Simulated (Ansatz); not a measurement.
**[Br···H···O], triplet: transfer scan**

Starting geometry:

```
atom   x (Å)   y (Å)    z (Å)
  Br  0.0000  0.0000  -1.3929
   H  0.0000  0.0000   0.0277
   O  0.0000  0.0000   1.3651
```

From there H2 is moved from one fragment to the other while all else, the fragments' distance too, stays fixed; atoms are numbered as listed. Energies are in eV, counted from the starting geometry at the same level.

Basis cc-pVDZ; Ansatz 0.2.0. Only valence electrons are correlated (noble-gas cores and the filled d shells of p-block atoms frozen). R marks a restricted (for open shells ROHF) determinant, U an unrestricted one. No spin–orbit coupling is included, and no scalar relativity.

Coupled cluster chose its determinant by trial CCSD, here up to 0.11 eV above the lowest Hartree–Fock solution of its kind, and MP2 stands on that determinant too.

Full CI isn't at hand for all of this; UCCSDT(Q) serves as the reference, and is uncertain by about the last step of the cluster series. The frozen core follows each run's orbitals, which can shift R against U totals by a few meV for light atoms and by up to 0.1 eV past Ca.

| distance Br1-H2 (Å) | UCCSDT(Q) | error RMP2 | error UMP2 | error RCCSD | error RCCSD(T) | error UCCSD(T) | error UCCSDT |
| --- | --- | --- | --- | --- | --- | --- | --- |
| 1.321 | 0.168 | -0.059 | -0.045 | -0.022 | -0.005 | -0.005 | -0.002 |
| 1.421 | 0.000 | 0.000 | 0.000 | 0.000 | 0.000 | 0.000 | 0.000 |
| 1.470 | -0.024 | 0.038 | 0.028 | 0.013 | 0.003 | 0.003 | 0.001 |
| 1.520 | -0.045 | 0.067 | 0.052 | 0.027 | 0.006 | 0.005 | 0.003 |
| 1.569 | -0.083 | 0.034 | 0.058 | 0.035 | 0.007 | 0.007 | 0.003 |
| 1.619 | -0.148 | -0.174 | 0.034 | 0.032 | 0.007 | 0.007 | 0.004 |
| 1.669 | -0.232 | -0.123 | -0.011 | 0.020 | 0.006 | 0.005 | 0.003 |
| 1.718 | -0.310 | -0.114 | -0.050 | 0.006 | 0.004 | 0.003 | 0.002 |
| 1.768 | -0.353 | -0.126 | -0.078 | -0.008 | 0.001 | 0.000 | 0.001 |

Errors are those of relative energies. In total energy the starting point itself misses UCCSDT(Q) by: RMP2 1.015, UMP2 0.990, RCCSD 0.147, RCCSD(T) 0.028, UCCSD(T) 0.026, UCCSDT 0.011 eV.

Spread of the error over the points with a reference, to 1.768 Å (largest less smallest): UCCSDT 0.006, UCCSD(T) 0.012, RCCSD(T) 0.012, RCCSD 0.057, UMP2 0.137, RMP2 0.242 eV.
